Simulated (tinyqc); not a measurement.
Inside a calculation (part 2 of 2). Method: ROHF in the sto-3g basis, for CH2, spin multiplicity 3. Computed by tinyqc, a small Python program that keeps every step (integrals from PySCF). Command: `OMP_NUM_THREADS=1 python tinyqc.py 21288 21289 out.jsonl` (the two numbers bound the seeds that draw the settings). One thread of a shared host (Intel(R) Xeon(R) Processor @ 2.60GHz), about 0.1 s of CPU time with the checks.

Geometry (angstrom):
```
atom         x          y         z
C     0.000000   0.000000  0.000000
H     0.000000   1.124000  0.701000
H     0.000000  -1.124000  0.701000
```

## Iteration 2: building the Fock matrix

D(alpha) after iteration 1:
```
            1C 1s      1C 2s    1C 2px     1C 2py     1C 2pz      2H 1s      3H 1s
1C 1s    1.052508  -0.211106  0.000000   0.000000   0.082325  -0.025841  -0.025841
1C 2s   -0.211106   0.882582  0.000000   0.000000  -0.370999   0.014098   0.014098
1C 2px   0.000000   0.000000  1.000000   0.000000   0.000000   0.000000   0.000000
1C 2py   0.000000   0.000000  0.000000   0.295066   0.000000   0.248317  -0.248317
1C 2pz   0.082325  -0.370999  0.000000   0.000000   0.529489   0.261350   0.261350
2H 1s   -0.025841   0.014098  0.000000   0.248317   0.261350   0.400762  -0.017186
3H 1s   -0.025841   0.014098  0.000000  -0.248317   0.261350  -0.017186   0.400762
```

D(beta) after iteration 1:
```
            1C 1s      1C 2s    1C 2px     1C 2py     1C 2pz      2H 1s      3H 1s
1C 1s    1.023772  -0.090947  0.000000   0.000000  -0.036177  -0.072551  -0.072551
1C 2s   -0.090947   0.380142  0.000000   0.000000   0.124508   0.209412   0.209412
1C 2px   0.000000   0.000000  0.000000   0.000000   0.000000   0.000000   0.000000
1C 2py   0.000000   0.000000  0.000000   0.295066   0.000000   0.248317  -0.248317
1C 2pz  -0.036177   0.124508  0.000000   0.000000   0.040821   0.068732   0.068732
2H 1s   -0.072551   0.209412  0.000000   0.248317   0.068732   0.324837  -0.093111
3H 1s   -0.072551   0.209412  0.000000  -0.248317   0.068732  -0.093111   0.324837
```

core Hamiltonian H = T + V (hartree):
```
             1C 1s      1C 2s     1C 2px     1C 2py     1C 2pz      2H 1s      3H 1s
1C 1s   -18.560570  -4.476548   0.000000   0.000000  -0.012136  -0.660108  -0.660108
1C 2s    -4.476548  -5.509047   0.000000   0.000000  -0.134406  -1.702547  -1.702547
1C 2px    0.000000   0.000000  -4.405380   0.000000   0.000000   0.000000   0.000000
1C 2py    0.000000   0.000000   0.000000  -4.526331   0.000000  -1.290715   1.290715
1C 2pz   -0.012136  -0.134406   0.000000   0.000000  -4.452425  -0.829052  -0.829052
2H 1s    -0.660108  -1.702547   0.000000  -1.290715  -0.829052  -3.078596  -0.345871
3H 1s    -0.660108  -1.702547   0.000000   1.290715  -0.829052  -0.345871  -3.078596
```

nuclear repulsion = 5.02910531 hartree

Given earlier and not repeated: Two-electron integrals (ij|kl) in chemists' order.

J_ij = sum D_kl (ij|kl) with D = D(alpha) + D(beta), K_ij = sum D_kl (ik|jl) for each spin; F = H + J - K(s); E = tr D H + tr D J / 2 - 0.5 sum_s tr D(s) K(s) + E_nn.

Coulomb J (hartree):
```
            1C 1s     1C 2s    1C 2px     1C 2py    1C 2pz     2H 1s      3H 1s
1C 1s   11.148255  2.136562  0.000000   0.000000  0.009140  0.312443   0.312443
1C 2s    2.136562  4.926319  0.000000   0.000000  0.113953  1.526814   1.526814
1C 2px   0.000000  0.000000  4.887980   0.000000  0.000000  0.000000   0.000000
1C 2py   0.000000  0.000000  0.000000   4.972717  0.000000  1.263356  -1.263356
1C 2pz   0.009140  0.113953  0.000000   0.000000  4.901609  0.808026   0.808026
2H 1s    0.312443  1.526814  0.000000   1.263356  0.808026  3.332188   0.300345
3H 1s    0.312443  1.526814  0.000000  -1.263356  0.808026  0.300345   3.332188
```

exchange K(alpha) (hartree):
```
           1C 1s      1C 2s    1C 2px     1C 2py     1C 2pz     2H 1s      3H 1s
1C 1s   3.615521   0.641872  0.000000   0.000000   0.002601  0.098600   0.098600
1C 2s   0.641872   0.953829  0.000000   0.000000  -0.095499  0.351840   0.351840
1C 2px  0.000000   0.000000  0.851027   0.000000   0.000000  0.000000   0.000000
1C 2py  0.000000   0.000000  0.000000   0.626968   0.000000  0.298225  -0.298225
1C 2pz  0.002601  -0.095499  0.000000   0.000000   0.678520  0.193449   0.193449
2H 1s   0.098600   0.351840  0.000000   0.298225   0.193449  0.586381   0.071093
3H 1s   0.098600   0.351840  0.000000  -0.298225   0.193449  0.071093   0.586381
```

exchange K(beta) (hartree):
```
           1C 1s     1C 2s    1C 2px     1C 2py    1C 2pz     2H 1s      3H 1s
1C 1s   3.561785  0.599009  0.000000   0.000000  0.001630  0.089278   0.089278
1C 2s   0.599009  0.582197  0.000000   0.000000  0.197748  0.321350   0.321350
1C 2px  0.000000  0.000000  0.114457   0.000000  0.000000  0.000000   0.000000
1C 2py  0.000000  0.000000  0.000000   0.534881  0.000000  0.286416  -0.286416
1C 2pz  0.001630  0.197748  0.000000   0.000000  0.192597  0.156525   0.156525
2H 1s   0.089278  0.321350  0.000000   0.286416  0.156525  0.532136   0.052718
3H 1s   0.089278  0.321350  0.000000  -0.286416  0.156525  0.052718   0.532136
```

F(alpha) (hartree):
```
             1C 1s      1C 2s     1C 2px     1C 2py     1C 2pz      2H 1s      3H 1s
1C 1s   -11.027836  -2.981857   0.000000   0.000000  -0.005597  -0.446266  -0.446266
1C 2s    -2.981857  -1.536556   0.000000   0.000000   0.075047  -0.527574  -0.527574
1C 2px    0.000000   0.000000  -0.368426   0.000000   0.000000   0.000000   0.000000
1C 2py    0.000000   0.000000   0.000000  -0.180582   0.000000  -0.325585   0.325585
1C 2pz   -0.005597   0.075047   0.000000   0.000000  -0.229335  -0.214474  -0.214474
2H 1s    -0.446266  -0.527574   0.000000  -0.325585  -0.214474  -0.332789  -0.116619
3H 1s    -0.446266  -0.527574   0.000000   0.325585  -0.214474  -0.116619  -0.332789
```

F(beta) (hartree):
```
             1C 1s      1C 2s    1C 2px     1C 2py     1C 2pz      2H 1s      3H 1s
1C 1s   -10.974100  -2.938995  0.000000   0.000000  -0.004626  -0.436943  -0.436943
1C 2s    -2.938995  -1.164924  0.000000   0.000000  -0.218200  -0.497083  -0.497083
1C 2px    0.000000   0.000000  0.368144   0.000000   0.000000   0.000000   0.000000
1C 2py    0.000000   0.000000  0.000000  -0.088496   0.000000  -0.313775   0.313775
1C 2pz   -0.004626  -0.218200  0.000000   0.000000   0.256587  -0.177550  -0.177550
2H 1s    -0.436943  -0.497083  0.000000  -0.313775  -0.177550  -0.278545  -0.098244
3H 1s    -0.436943  -0.497083  0.000000   0.313775  -0.177550  -0.098244  -0.278545
```

total energy of this density = -38.35857916 hartree

## Iteration 2: Roothaan effective Fock matrix

overlap S:
```
           1C 1s     1C 2s    1C 2px     1C 2py    1C 2pz     2H 1s      3H 1s
1C 1s   1.000000  0.248362  0.000000   0.000000  0.000000  0.036233   0.036233
1C 2s   0.248362  1.000000  0.000000   0.000000  0.000000  0.365203   0.365203
1C 2px  0.000000  0.000000  1.000000   0.000000  0.000000  0.000000   0.000000
1C 2py  0.000000  0.000000  0.000000   1.000000  0.000000  0.321857  -0.321857
1C 2pz  0.000000  0.000000  0.000000   0.000000  1.000000  0.200731   0.200731
2H 1s   0.036233  0.365203  0.000000   0.321857  0.200731  1.000000   0.078248
3H 1s   0.036233  0.365203  0.000000  -0.321857  0.200731  0.078248   1.000000
```

With projectors Pc = D(beta) S, Po = (D(alpha) - D(beta)) S, Pv = 1 - D(alpha) S, the block xy is Px^T F Py; with Fc = (F(alpha) + F(beta))/2, the blocks are Fc for cc, oo, vv and cv, F(beta) for co and F(alpha) for ov.

effective F (hartree):
```
             1C 1s      1C 2s     1C 2px     1C 2py     1C 2pz      2H 1s      3H 1s
1C 1s   -11.001287  -2.955795   0.000000   0.000000  -0.015230  -0.444249  -0.444249
1C 2s    -2.955795  -1.288909   0.000000   0.000000  -0.107697  -0.508927  -0.508927
1C 2px    0.000000   0.000000  -0.000141   0.000000   0.000000   0.000000   0.000000
1C 2py    0.000000   0.000000   0.000000  -0.134539   0.000000  -0.319680   0.319680
1C 2pz   -0.015230  -0.107697   0.000000   0.000000  -0.047799  -0.230274  -0.230274
2H 1s    -0.444249  -0.508927   0.000000  -0.319680  -0.230274  -0.318102  -0.119866
3H 1s    -0.444249  -0.508927   0.000000   0.319680  -0.230274  -0.119866  -0.318102
```

## Iteration 2: diagonalisation and new density

X:
```
            1C 1s      1C 2s    1C 2px     1C 2py     1C 2pz      2H 1s      3H 1s
1C 1s    1.026242  -0.144421  0.000000   0.000000  -0.008102   0.021736   0.021736
1C 2s   -0.144421   1.155912  0.000000   0.000000   0.070469  -0.225341  -0.225341
1C 2px   0.000000   0.000000  1.000000   0.000000   0.000000   0.000000   0.000000
1C 2py   0.000000   0.000000  0.000000   1.099854   0.000000  -0.200329   0.200329
1C 2pz  -0.008102   0.070469  0.000000   0.000000   1.037715  -0.121102  -0.121102
2H 1s    0.021736  -0.225341  0.000000  -0.200329  -0.121102   1.132905  -0.015652
3H 1s    0.021736  -0.225341  0.000000   0.200329  -0.121102  -0.015652   1.132905
```

Diagonalise F' = X^T F X, C = X C', fill 5 alpha and 3 beta electrons from the bottom; D(s) = C_occ C_occ^T. Each column has its largest component positive (the first on a tie).

F' = X^T F X (hartree):
```
            1          2          3          4          5          6          7
1  -10.770472  -1.568950   0.000000   0.000000  -0.029562  -0.024772  -0.024772
2   -1.568950  -0.539648   0.000000   0.000000   0.038184  -0.336627  -0.336627
3    0.000000   0.000000  -0.000141   0.000000   0.000000   0.000000   0.000000
4    0.000000   0.000000   0.000000   0.103084   0.000000  -0.354238   0.354238
5   -0.029562   0.038184   0.000000   0.000000   0.047822  -0.231727  -0.231727
6   -0.024772  -0.336627   0.000000  -0.354238  -0.231727  -0.013589  -0.035500
7   -0.024772  -0.336627   0.000000   0.354238  -0.231727  -0.035500  -0.013589
```

orbital energies (hartree): MO1 -11.006748, MO2 -0.699978, MO3 -0.440111, MO4 -0.102950, MO5 -0.000141, MO6 0.498289, MO7 0.565106

coefficients C:
```
              MO1        MO2        MO3        MO4       MO5        MO6        MO7
1C 1s    0.993598  -0.204345   0.000000   0.153041  0.000000  -0.150418   0.000000
1C 2s    0.026102   0.661465   0.000000  -0.650841  0.000000   0.775695   0.000000
1C 2px   0.000000   0.000000   0.000000   0.000000  1.000000   0.000000   0.000000
1C 2py   0.000000   0.000000   0.537393   0.000000  0.000000   0.000000   1.000576
1C 2pz   0.003313   0.190534   0.000000   0.738222  0.000000   0.727963   0.000000
2H 1s   -0.004641   0.312678   0.461201   0.258760  0.000000  -0.724775  -0.697866
3H 1s   -0.004641   0.312678  -0.461201   0.258760  0.000000  -0.724775   0.697866
```

D(alpha) after iteration 2:
```
            1C 1s      1C 2s    1C 2px     1C 2py     1C 2pz      2H 1s      3H 1s
1C 1s    1.052415  -0.208838  0.000000   0.000000   0.077336  -0.028904  -0.028904
1C 2s   -0.208838   0.861811  0.000000   0.000000  -0.354347   0.038293   0.038293
1C 2px   0.000000   0.000000  1.000000   0.000000   0.000000   0.000000   0.000000
1C 2py   0.000000   0.000000  0.000000   0.288791   0.000000   0.247846  -0.247846
1C 2pz   0.077336  -0.354347  0.000000   0.000000   0.581286   0.250583   0.250583
2H 1s   -0.028904   0.038293  0.000000   0.247846   0.250583   0.377452  -0.047960
3H 1s   -0.028904   0.038293  0.000000  -0.247846   0.250583  -0.047960   0.377452
```

D(beta) after iteration 2:
```
            1C 1s      1C 2s    1C 2px     1C 2py     1C 2pz      2H 1s      3H 1s
1C 1s    1.028993  -0.109232  0.000000   0.000000  -0.035642  -0.068505  -0.068505
1C 2s   -0.109232   0.438218  0.000000   0.000000   0.126118   0.206705   0.206705
1C 2px   0.000000   0.000000  0.000000   0.000000   0.000000   0.000000   0.000000
1C 2py   0.000000   0.000000  0.000000   0.288791   0.000000   0.247846  -0.247846
1C 2pz  -0.035642   0.126118  0.000000   0.000000   0.036314   0.059560   0.059560
2H 1s   -0.068505   0.206705  0.000000   0.247846   0.059560   0.310496  -0.114917
3H 1s   -0.068505   0.206705  0.000000  -0.247846   0.059560  -0.114917   0.310496
```

## Iteration 10 (converged): orbitals

converged F (hartree):
```
             1C 1s      1C 2s    1C 2px     1C 2py     1C 2pz      2H 1s      3H 1s
1C 1s   -10.968599  -2.947475  0.000000   0.000000  -0.014792  -0.443090  -0.443090
1C 2s    -2.947475  -1.293006  0.000000   0.000000  -0.116954  -0.512114  -0.512114
1C 2px    0.000000   0.000000  0.014147   0.000000   0.000000   0.000000   0.000000
1C 2py    0.000000   0.000000  0.000000  -0.112076   0.000000  -0.316630   0.316630
1C 2pz   -0.014792  -0.116954  0.000000   0.000000  -0.040022  -0.224422  -0.224422
2H 1s    -0.443090  -0.512114  0.000000  -0.316630  -0.224422  -0.313786  -0.112636
3H 1s    -0.443090  -0.512114  0.000000   0.316630  -0.224422  -0.112636  -0.313786
```

As before.

F' = X^T F X (hartree):
```
            1          2         3          4          5          6          7
1  -10.738476  -1.563843  0.000000   0.000000  -0.027581  -0.024280  -0.024280
2   -1.563843  -0.544425  0.000000   0.000000   0.025910  -0.340562  -0.340562
3    0.000000   0.000000  0.014147   0.000000   0.000000   0.000000   0.000000
4    0.000000   0.000000  0.000000   0.127334   0.000000  -0.354418   0.354418
5   -0.027581   0.025910  0.000000   0.000000   0.052317  -0.225410  -0.225410
6   -0.024280  -0.340562  0.000000  -0.354418  -0.225410  -0.009397  -0.026460
7   -0.024280  -0.340562  0.000000   0.354418  -0.225410  -0.026460  -0.009397
```

orbital energies (hartree): MO1 -10.974067, MO2 -0.704163, MO3 -0.432048, MO4 -0.084023, MO5 0.014147, MO6 0.495813, MO7 0.576445

coefficients C:
```
              MO1        MO2        MO3        MO4       MO5        MO6        MO7
1C 1s    0.993581  -0.207089   0.000000   0.149470  0.000000  -0.150364   0.000000
1C 2s    0.026159   0.674088   0.000000  -0.635809  0.000000   0.777292   0.000000
1C 2px   0.000000   0.000000   0.000000   0.000000  1.000000   0.000000   0.000000
1C 2py   0.000000   0.000000   0.522968   0.000000  0.000000   0.000000   1.008190
1C 2pz   0.003299   0.190142   0.000000   0.748312  0.000000   0.717690   0.000000
2H 1s   -0.004628   0.303988   0.471175   0.253126  0.000000  -0.730440  -0.691171
3H 1s   -0.004628   0.303988  -0.471175   0.253126  0.000000  -0.730440   0.691171
```

D(alpha) after iteration 10:
```
            1C 1s      1C 2s    1C 2px     1C 2py     1C 2pz      2H 1s      3H 1s
1C 1s    1.052431  -0.208640  0.000000   0.000000   0.075752  -0.029717  -0.029717
1C 2s   -0.208640   0.859332  0.000000   0.000000  -0.347524   0.043854   0.043854
1C 2px   0.000000   0.000000  1.000000   0.000000   0.000000   0.000000   0.000000
1C 2py   0.000000   0.000000  0.000000   0.273496   0.000000   0.246410  -0.246410
1C 2pz   0.075752  -0.347524  0.000000   0.000000   0.596136   0.247203   0.247203
2H 1s   -0.029717   0.043854  0.000000   0.246410   0.247203   0.378509  -0.065504
3H 1s   -0.029717   0.043854  0.000000  -0.246410   0.247203  -0.065504   0.378509
```

D(beta) after iteration 10:
```
            1C 1s      1C 2s    1C 2px     1C 2py     1C 2pz      2H 1s      3H 1s
1C 1s    1.030090  -0.113605  0.000000   0.000000  -0.036099  -0.067551  -0.067551
1C 2s   -0.113605   0.455079  0.000000   0.000000   0.128259   0.204793   0.204793
1C 2px   0.000000   0.000000  0.000000   0.000000   0.000000   0.000000   0.000000
1C 2py   0.000000   0.000000  0.000000   0.273496   0.000000   0.246410  -0.246410
1C 2pz  -0.036099   0.128259  0.000000   0.000000   0.036165   0.057786   0.057786
2H 1s   -0.067551   0.204793  0.000000   0.246410   0.057786   0.314436  -0.129576
3H 1s   -0.067551   0.204793  0.000000  -0.246410   0.057786  -0.129576   0.314436
```

## Convergence

Stop when the energy changes by less than 1e-08 hartree and every element of the error matrix X^T (F D S - S D F) X is below 3e-05.

Course of the cycle:
```
iteration   E (hartree)     change  largest element of the error matrix
1          -38.12604674          -                             3.67e-01
2          -38.35857916  -2.33e-01                             3.22e-02
3          -38.36280895  -4.23e-03                             1.41e-02
4          -38.36321671  -4.08e-04                             3.96e-03
5          -38.36326926  -5.26e-05                             1.54e-03
6          -38.36327625  -6.99e-06                             5.55e-04
7          -38.36327719  -9.34e-07                             2.04e-04
8          -38.36327731  -1.25e-07                             7.44e-05
9          -38.36327733  -1.68e-08                             2.72e-05
10         -38.36327733  -2.24e-09                             9.97e-06
```

PySCF ROHF in the same basis = -38.36327733 hartree

Converged in 10 iterations.

## Populations, bond orders and dipole

Mulliken: Z minus the diagonal of D S on the atom; Loewdin: the same with S^(1/2) D S^(1/2); Mayer order: 2 sum_s sum (D(s) S)_ij (D(s) S)_ji over the two atoms.

Charges (e):
```
atom   Mulliken    Loewdin  Mulliken spin
1C    -0.030399  -0.003182       1.900593
2H     0.015199   0.001591       0.049703
3H     0.015199   0.001591       0.049703
```

Mayer bond orders:
```
pair     order
2-1   0.972035
3-1   0.972035
3-2   0.025263
```

dipole moment about the origin, x y z (debye): 0.000000  0.000000  0.164830
